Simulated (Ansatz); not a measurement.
# B₂Si (quintet): the correlation ladder, def2-QZVPP

An exercise on one series of results from a longer session: the logs are not shown, and one member is left open.

Method: def2-QZVPP, core rule «outside noble gas», up to 7 orbitals frozen; program: Ansatz 0.2.0, Gaussian basis.

Plan: UHF; ROHF; CCSD(T) on UHF.

2 further runs of the same task are left out: 2 set aside as unsound or not needed.

### What is computed

The geometry is a PBE0/def2-TZVP stationary point (not a proven minimum) of the parent state, kept for this charge and spin.

3 atoms, charge 0, spin multiplicity 5.

Atoms are counted from 1 here; the program's logs count them from 0.

Bond lengths: B1–B2 1.543 Å, B2–Si3 1.871 Å. Angles: B1–B2–Si3 180.0°.

Set-up of the first run:

File in.yaml:

```yaml
crystal:
  periodic: [false, false, false]
  atoms:
    - {symbol: B, position_ang: [0.000000, 0.000000, -1.652467]}
    - {symbol: B, position_ang: [0.000000, 0.000000, -0.109467]}
    - {symbol: Si, position_ang: [0.000000, 0.000000, 1.761933]}
basis:
  gaussian: {orbitals: "def2-QZVPP.json"}
magnetization: {spin_polarized: true, initial_magnetization: 4}
hamiltonian: {xc: hf}
output: {orbitals: {seedname: orbitals}}
```

Run with:

```
$ ansatz run in.yaml --threads 1 --pin off --events-out ev --progress --plain --max-ram 2393MiB
```

Among the steps run: UHF; ROHF; CCSD(T) on UHF.

One of the session's tables, all rows but one given; the rest of the session is left out.

```
  method  from UCCSD(T) (meV)
    ROHF              +6855.2
     UHF              +6699.5
    UMP2                    ?
   UCCSD               +350.3
UCCSD(T)                    0
```

Q: Estimate the row for UMP2 from the others.

As computed: from UCCSD(T) (meV): +1314.2. In the column «from UCCSD(T) (meV)» it lies between UCCSD (+350.3) and UHF (+6699.5).
